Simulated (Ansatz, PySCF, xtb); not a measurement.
Acid–base and redox partners of C[GeH3]. Isolated molecules, 0 K electronic values unless said otherwise. Strings in code marks are SMILES.

Quantity: bond dissociation enthalpy (X–H) at 298 K, in kJ/mol. HF references are unrestricted for open shells and restricted for singlets. Thermal and zero-point terms are GFN2-xTB rigid-rotor harmonic values (xtb).

Level 1: PBE0-D3(BJ)/def2-TZVP (PySCF)
Level 2: PBE/6-31G* // PBE0-D3(BJ)/def2-TZVP (PySCF)
Level 3: HF/6-31G* // PBE0-D3(BJ)/def2-TZVP (PySCF)
Level 4: HF/cc-pVTZ // PBE0-D3(BJ)/def2-TZVP (Ansatz, a program for electronic structure)

| species | level 2 | level 3 | level 4 |
|---|---|---|---|
| H atom removed from Ge2: `[CH3][GeH2]` | 335.0 | 266.6 | 268.6 |
| H atom removed from C1: `[GeH3][CH2]` | 421.5 | 317.2 | 315.5 |

**Question.** What does level 1 give for each?

**Answer.** 
- H atom removed from Ge2: `[CH3][GeH2]`: 339.9
- H atom removed from C1: `[GeH3][CH2]`: 415.2
